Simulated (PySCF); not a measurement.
1-chloropropane (C3H7Cl), SMILES CCCCl.

Geometry: PBE0-D3(BJ)/def2-SVP. One conformer was computed; it need not be the lowest.

Calculation: TDA-PBE/def2-SVPD run with PySCF.

Vertical excitations. 

**Question.** List the lowest excited states. (Estimate from the structure and the level; the computed values follow.)

**Answer.** 
```tsv
state	energy (eV)	λ (nm)	f	main pairs
S1	6.87	181	0.001	HOMO→LUMO 85 %
S2	6.96	178	0.008	HOMO−1→LUMO 87 %
S3	7.07	175	0.007	HOMO→LUMO+1 87 %
S4	7.19	172	0.030	HOMO−1→LUMO+1 88 %
S5	7.77	160	0.006	HOMO→LUMO+2 98 %
S6	7.86	158	0.009	HOMO−1→LUMO+2 86 %
S7	7.88	157	0.010	HOMO→LUMO+3 86 %
S8	7.97	156	0.022	HOMO−1→LUMO+3 73 %, HOMO−2→LUMO 24 %
S9	8.03	154	0.010	HOMO−2→LUMO 71 %, HOMO−1→LUMO+3 21 %
S10	8.27	150	0.034	HOMO→LUMO+4 98 %
T1	6.28	198	0	HOMO→LUMO 98 %
T2	6.37	195	0	HOMO−1→LUMO 98 %
T3	6.93	179	0	HOMO→LUMO+1 98 %
T4	7.02	177	0	HOMO−1→LUMO+1 98 %
```
Triplets are in the Tamm–Dancoff approximation.
